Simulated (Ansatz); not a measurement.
# Correlation methods on LiO, doublet

Calculated in Ansatz's Gaussian-basis code; BCCD by scripts on PySCF. Nonrelativistic, STO-3G, 1 core orbital frozen. Perturbation and coupled-cluster methods stand on the Hartree–Fock determinant that coupled cluster favours; RHF here means ROHF, with semicanonical perturbation theory. The state met can change along the bond. The basis is small, far from the limit. The unrestricted determinant is a mixture of spins, so it may stand for another state.

Correlation energy of CCSD(T), then each method's total less that of CCSD(T), in eV:

```json
{"case": "1.521 Å RHF", "E corr CCSD(T)": "-1.876", "CCSD": "+0.306", "BCCD": "+0.393", "BCCD(T)": "+0.033", "determinant": "–"}
{"case": "1.521 Å UHF", "E corr CCSD(T)": "-1.749", "CCSD": "+0.269", "BCCD": "+0.355", "BCCD(T)": "+0.015", "determinant": "⟨S²⟩ = 0.823"}
{"case": "1.944 Å RHF", "E corr CCSD(T)": "-2.074", "CCSD": "+0.411", "BCCD": "+0.544", "BCCD(T)": "+0.086", "determinant": "–"}
{"case": "1.944 Å UHF", "E corr CCSD(T)": "-1.685", "CCSD": "+0.199", "BCCD": "+0.331", "BCCD(T)": "-0.004", "determinant": "⟨S²⟩ = 1.061, 0.99 eV over the lowest such Hartree–Fock solution met"}
{"case": "2.366 Å RHF", "E corr CCSD(T)": "-2.532", "CCSD": "+0.243", "BCCD": "+0.268", "BCCD(T)": "+0.103", "determinant": "–"}
{"case": "2.366 Å UHF", "E corr CCSD(T)": "-0.152", "CCSD": "+0.014", "BCCD": "+0.013", "BCCD(T)": "-0.003", "determinant": "⟨S²⟩ = 1.755"}
{"case": "2.958 Å RHF", "E corr CCSD(T)": "-3.773", "CCSD": "+0.061", "BCCD": "+0.054", "BCCD(T)": "+0.030", "determinant": "–"}
{"case": "3.465 Å UHF", "E corr CCSD(T)": "-0.031", "CCSD": "+0.003", "BCCD": "+0.003", "BCCD(T)": "0.000", "determinant": "⟨S²⟩ = 1.751"}
```

Task: Give full CI less CCSD(T). Is CCSD(T) good to 1 kcal/mol?

Result: 1.521 Å RHF: -0.006 eV (within); 1.521 Å UHF: -0.035 eV (within); 1.944 Å RHF: -0.029 eV (within); 1.944 Å UHF: -0.184 eV (outside, spin-contaminated determinant); 2.366 Å RHF: -0.020 eV (within); 2.366 Å UHF: -0.030 eV (within, spin-contaminated determinant); 2.958 Å RHF: -0.036 eV (within); 3.465 Å UHF: +0.019 eV (within, spin-contaminated determinant).

Several Brueckner solutions were met.
